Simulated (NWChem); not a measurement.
## Extrapolating the CCSD correlation energy of H4Si

SMILES: [SiH4]
```xyz
5

Si     0.0000     0.0000     0.0000
H      1.2187     0.0000     0.8618
H     -1.2187     0.0000     0.8618
H      0.0000    -1.2187    -0.8618
H      0.0000     1.2187    -0.8618
```
Charge 0, spin multiplicity 1.

Program: NWChem. Structure: optimised with PBE0/def2-SVP, a minimum by its harmonic frequencies.

The correlated methods keep 5 core orbitals frozen. The structure started from a generated list of species. Coupled-cluster values serve here as a point of comparison, not as the truth.

Worked example. The CCSD correlation energy is -147.48 mHa in cc-pVDZ and -173.09 mHa in cc-pVTZ. The form E(X) = E∞ + A/X³ turns the pair into an estimate of the basis-set limit.

E∞ = (3³·(-173.09) − 2³·(-147.48))/(3³ − 2³) = -183.9 mHa. The larger basis holds 94 % of that. This is a two-point estimate, and a rough one from so small a pair.
